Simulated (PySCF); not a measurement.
An excited-state job on `CC(=O)CC#N`.

Method: TDDFT CAM-B3LYP/def2-SVPD, vertical, gas phase, core orbitals frozen in the response (PySCF 2.14.0, density-fitted response routines). Geometry: PBE0-D3(BJ)/def2-SVP. A driver script takes a list of jobs; this job's settings line and coordinates (Å) are shown.

Input:
```
{"job": {"kind": "uv", "xc": "CAM-B3LYP", "basis": "def2-SVPD", "ip": true}, "charge": 0, "multiplicity": 1}
C     -1.545543    -0.135716     0.053898
C     -0.355168    -0.844859    -0.519422
O     -0.430382    -1.778654    -1.272289
C      1.040106    -0.367069    -0.077929
C      1.123650     1.014407     0.363262
N      1.160504     2.117936     0.709620
H     -1.465020    -0.054654     1.149203
H     -2.462504    -0.666502    -0.227536
H     -1.579653     0.897232    -0.328737
H      1.738690    -0.554511    -0.906480
H      1.351020    -1.024889     0.752907
```

Output:
```
coarse grid: 9592 points
cycle   1  E = -284.8085886045  dE =  8.827e-01  |g| = 9.229e-01  |ddm| = 4.557e+00
cycle   2  E = -284.3807140127  dE =  4.279e-01  |g| = 1.781e+00  |ddm| = 2.972e+00
cycle   3  E = -284.9978368033  dE = -6.171e-01  |g| = 7.078e-02  |ddm| = 2.124e+00
cycle   4  E = -284.9985334979  dE = -6.967e-04  |g| = 5.028e-02  |ddm| = 1.645e-01
cycle   5  E = -284.9990470130  dE = -5.135e-04  |g| = 1.982e-02  |ddm| = 7.480e-02
cycle   6  E = -284.9991211090  dE = -7.410e-05  |g| = 5.819e-03  |ddm| = 2.410e-02
cycle   7  E = -284.9991297624  dE = -8.653e-06  |g| = 1.233e-03  |ddm| = 1.305e-02
final grid: 93896 points
cycle   8  E = -285.0568899799  dE = -2.195e-05  |g| = 3.484e-03  |ddm| = 5.517e-02
cycle   9  E = -285.0568877582  dE =  2.222e-06  |g| = 5.050e-03  |ddm| = 1.023e-02
cycle  10  E = -285.0568926130  dE = -4.855e-06  |g| = 6.612e-04  |ddm| = 4.798e-03
cycle  11  E = -285.0568926970  dE = -8.394e-08  |g| = 1.868e-04  |ddm| = 9.652e-04
cycle  12  E = -285.0568927006  dE = -3.623e-09  |g| = 1.407e-04  |ddm| = 3.844e-04
cycle  13  E = -285.0568927048  dE = -4.234e-09  |g| = 1.333e-05  |ddm| = 1.339e-04
cycle  14  E = -285.0568927049  dE = -6.492e-11  |g| = 4.191e-06  |ddm| = 3.104e-05
converged SCF energy = -285.0568927049

Static polarisability (au): isotropic 53.897, principal 41.354 51.869 68.469

Singlet excitations
state   eV       nm        f      main configurations
  1   4.5416    273.0   0.00006   H->L 0.94
  2   7.3242    169.3   0.01498   H->L+1 0.85
  3   7.4551    166.3   0.00314   H-1->L+2 0.28, H->L+2 0.27, H->L+3 0.11
  4   7.7451    160.1   0.02005   H->L+2 0.23, H-1->L+2 0.20, H-1->L+3 0.19
  5   7.8214    158.5   0.02682   H->L+3 0.35, H-2->L+3 0.17, H-1->L+2 0.10
  6   8.2619    150.1   0.00284   H-1->L 0.55, H-1->L+2 0.15, H->L+2 0.08
  7   8.3799    148.0   0.05130   H-2->L 0.37, H->L+2 0.15, H-1->L 0.15
  8   8.4807    146.2   0.02728   H-2->L 0.23, H-2->L+2 0.18, H->L+2 0.13
  9   8.6319    143.6   0.00998   H-2->L+3 0.36, H->L+3 0.33
 10   8.7373    141.9   0.00875   H->L+4 0.57, H-4->L 0.09

Triplet excitations (Tamm-Dancoff, eV): 3.9808 6.0124 6.2155 6.7802
Vertical ionisation energy (delta-SCF) = 10.4739 eV
Vertical electron affinity (delta-SCF) = -0.7370 eV
```

The SCF starts on a coarse grid where the log names one; the energy can jump when the final grid takes over, and dE then counts from the start density on the new grid. H and L stand for HOMO and LUMO; the number after each pair is its weight.

Q: Give the mean polarisability as a volume in Å³, and the ratio of the largest to the smallest principal value.

A: 53.897 au × 0.148185 = 7.99 Å³; 68.469/41.354 = 1.66.

Q: Which computed singlet has the largest oscillator strength, and what do all of them sum to?

A: State 7 at 8.38 eV (148 nm), f = 0.051; the 10 states sum to 0.165.

Summary of the converged run: HOMO -9.55 eV, LUMO -0.06 eV; lowest singlet 4.54 eV; lowest triplet 3.98 eV (Tamm–Dancoff); mean polarisability 53.9 au.

Q: How long does this job take on an Arm Neoverse V1 with one thread (shared host)?

A: About 57 s.

One conformer stands for the species.
Labels such as C1 count atoms from 1, the log's own numbers from 0.
